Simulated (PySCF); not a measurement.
# One molecule, many inputs

Molecule: sulfur dioxide, O2S; geometry GFN2-xTB.

Geometry:
| atom | x (Å) | y (Å) | z (Å) |
| --- | --- | --- | --- |
| O1 | -1.204 | 0.301 | -0.003 |
| S2 | -0.017 | -0.504 | -0.010 |
| O3 | 1.232 | 0.201 | 0.001 |

All runs: PySCF 2.14, non-relativistic, gas phase unless a solvent (IEF-PCM) is named; grid level 2, GIAOs and SCF threshold 1e-9 unless changed. The yardstick, PBE0/pcSseg-1, gives these isotropic shieldings σ (ppm, equivalent atoms averaged): O1/O3 -346.6, S2 -287.4.

Question: What do these inputs give? (1) PBE0/pcSseg-1; damp 0.1; (2) PBE0/pcX-1; grid level 1; conv 1e-06

Answer: 
```
run    outcome  functions  wall time   O1/O3      S2
  1  converged         58      1.5 s  -346.6  -287.4
  2  converged         88        1 s  -322.4  -280.0
```

Times are on 1 thread of an Arm Neoverse V1, shared host.

Question: Comment on the technical settings.

Answer: 
- Run 1: The damping changes the path of the SCF (17 cycles), not the solution, provided the same state is reached.
- Run 2: The orbital basis differs from the yardstick's, which in itself moves the values. A loose SCF threshold (1e-06) leaves errors in the orbitals that response properties inherit. Grid level 1 is coarse; it adds numerical noise and can break the equality of equivalent atoms.
